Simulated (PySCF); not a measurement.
diphosphorus (P2), SMILES P#P. Atoms are numbered in the order given.

```xyz
2

P      0.0000     0.0000    -0.9442
P      0.0000     0.0000     0.9442
```

Geometry: B3LYP-D3(BJ)/def2-TZVPD.

Two levels are set side by side: PBE/pcJ-2 (PySCF) and PBE0/pcJ-2 (PySCF). One-bond couplings, all four terms, same geometry. Isotopes: 31P. Differences are taken from unrounded values.

| quantity | PBE |
|---|---|
| ¹J(P1,P2) (Hz) | -466.7 |

These are the PBE values. What does PBE0 give? (The exact figures need the calculation; the answer reports its results.)


```csv
quantity,PBE0,PBE minus PBE0
"¹J(P1,P2) (Hz)",-327.0,-139.7
```

Rough cost on one machine, each run with all the roots and properties that it gave: PBE0 against PBE about 3 times.
